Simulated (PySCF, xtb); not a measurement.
Bonds broken one at a time in the series In Cl-NH2. Isolated molecules, 0 K electronic values unless said otherwise. One relaxed conformer stands for each flexible species; it need not be the lowest. Strings in code marks are SMILES.

Quantity: homolytic bond dissociation enthalpy at 298 K (no spin–orbit term), in eV. Enthalpy corrections at 298 K come from GFN2-xTB frequencies (xtb).

A: Cl–In bond of `[Cl][In]([Cl])[Cl]`, giving `[Cl]` and `[Cl][In][Cl]`
B: In–Cl bond of `[NH2][In]([NH2])[Cl]`, giving `[Cl]` and `[NH2][In][NH2]`
C: N–In bond of `[NH2][In]([NH2])[NH2]`, giving `[NH2]` and `[NH2][In][NH2]`

Q: Put the candidates in order of homolytic bond dissociation enthalpy at 298 K (no spin–orbit term), lowest first, for CAM-B3LYP-D3(BJ)/def2-TZVP (PySCF).

A: C (3.03 eV), A (3.58 eV), B (4.01 eV)
